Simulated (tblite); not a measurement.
C2HCl3N (doublet state).
SMILES: `ClC(Cl)(C=[N])Cl`

Computed with GFN2-xTB (tblite): harmonic, unscaled wavenumbers at the GFN2-xTB geometry, gas phase. The method is semi-empirical: single wavenumbers can be off by several per cent or more. Open shells enter through the occupations alone, without spin polarisation, and single modes of such species can be off by tens of per cent.

Harmonic wavenumbers (cm⁻¹): 40.8, 171.1, 221.9, 235.9, 291.7, 295.2, 393.9, 528.6, 615.1, 692.4, 823.6, 835.4, 1124.2, 1829.7, 2807.9.

A = 1863, B = 1689, C = 1564 MHz; mass 143.917 u (most abundant isotopes); point group Cs, symmetry number 1; spin multiplicity 2.

Question: What is the zero-point energy?

Answer: Half the sum of the wavenumbers: 5454 cm⁻¹ = 65.24 kJ/mol.

Question: Entropy at 200 K, 1 bar (ideal gas, RRHO, classical rotation)?

Answer: Translation 162.53, rotation 114.56, vibration 46.81, spin (R ln 2) 5.76: S = 329.7 J/(mol K).

Question: And Cp and H(200 K) − H(0)?

Answer: Cp = 86.17 J/(mol K), of which vibrations give 52.91 (their classical limit is 15 R = 124.7); H(200 K) − H(0) = 11.84 kJ/mol without the zero-point energy, 5.19 from vibrations.

Question: What must be added to the electronic energy to get the Gibbs energy at 200 K and 1 bar?

Answer: ZPE + [H(200 K) − H(0)] − T·S = 65.24 + 11.84 − 65.93 = 11.15 kJ/mol.

Question: Which modes carry the vibrational entropy at 200 K?

Answer: 40.8 cm⁻¹: 18.54; 171.1 cm⁻¹: 7.09; 221.9 cm⁻¹: 5.26; 235.9 cm⁻¹: 4.85; 291.7 cm⁻¹: 3.53; 295.2 cm⁻¹: 3.46 J/(mol K); the other 9 give 4.10 together.

Question: How do the functions run with temperature in this model?

Answer: 
| T (K) | S (J/(mol K)) | Cp (J/(mol K)) | H − H(0) (kJ/mol) | G − H(0) (kJ/mol) | ln q(vib) |
| --- | --- | --- | --- | --- | --- |
| 100 | 279.6 | 59.5 | 4.47 | -23.49 | 1.01 |
| 300 | 368.2 | 103.9 | 21.41 | -89.05 | 4.06 |
| 500 | 426.6 | 123.9 | 44.44 | -168.86 | 6.93 |
| 800 | 488.3 | 137.8 | 83.97 | -306.65 | 10.54 |
| 1000 | 519.6 | 143.0 | 112.08 | -407.53 | 12.56 |

q(vib) and H(0) count from the zero-point level.

Hindered rotation and anharmonicity are outside this model.

Conformer computed: `[N:1]=[CH:2][C:3]([Cl:4])([Cl:5])[Cl:6]`: N1–C2–C3–Cl4 0°.
